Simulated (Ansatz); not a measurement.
A made-up structure of CH3S2, doublet:

```
6
angstrom
S 0.9906 0.4925 -1.4562
C -0.3840 -0.0259 -0.2266
S 0.4427 -0.8429 0.8208
H -0.9786 -0.8801 -0.4738
H -1.0148 0.8637 0.2114
H 0.9441 0.3927 1.1244
```

It is relaxed with PBE-D4/def2-SVP and then PBE0-D4/def2-TZVP (Ansatz 0.2.0). Atoms count as bonded within 1.22 times the sum of their covalent radii (H–H: 0.88 Å). The end point is not checked to be a true minimum.

(1) Does its bonding change? (A judgement: the text doesn't fix the answer.)

Answers

(1) Computed: No: no bond forms or breaks.

Where it ends: The first stage lowers the energy by 1.85 eV in 8 steps. It ends as CH₃S₂ ([S][CH2][SH]):
```
6
angstrom
S 0.8095 0.4545 -1.4871
C -0.4336 -0.0245 -0.3102
S 0.5850 -0.7791 0.9844
H -1.0898 -0.8161 -0.6738
H -1.0229 0.7994 0.0880
H 1.1518 0.3658 1.3987
```

Labels in which every atom is bracketed show which atoms are joined, not bond orders.

For scale, one of the runs: PBE0-D4/def2-TZVP relaxation, 123 basis functions, launched by `ansatz run in.yaml --threads 2 --pin off --events-out ev --progress --plain --max-ram 4352MiB`. Hardware: 2 CPU threads of an Arm Neoverse V2, shared host. Wall time about 26 s.
